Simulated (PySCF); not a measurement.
Level of theory: PBE-D3(BJ)/def2-TZVP // B3LYP-D3(BJ)/def2-SVP in PySCF. All species are isolated molecules in the gas phase. Delta-SCF ions had no search for a lower state. 

Reference species (SMILES): `N` (neutral, multiplicity 1).

```json
{
  "vertical ionisation energy (Delta-SCF)": "10.98 eV",
  "HOMO": "-6.07 eV",
  "HOMO–LUMO gap": "6.26 eV",
  "dipole_moment": "1.75 D"
}
```

Changed species: `CO` (free base CH3OH; the reference has free base NH3).

**Question.** Give the shifts of the vertical ionisation energy (Delta-SCF), HOMO, HOMO–LUMO gap and dipole moment.

**Answer.** the vertical ionisation energy (Delta-SCF) drops by 0.35 eV, to 10.63 eV; the HOMO falls by 0.10 eV, to -6.17 eV; the HOMO–LUMO gap rises by 0.11 eV, to 6.37 eV; the dipole moment falls by 0.16 D, to 1.59 D.
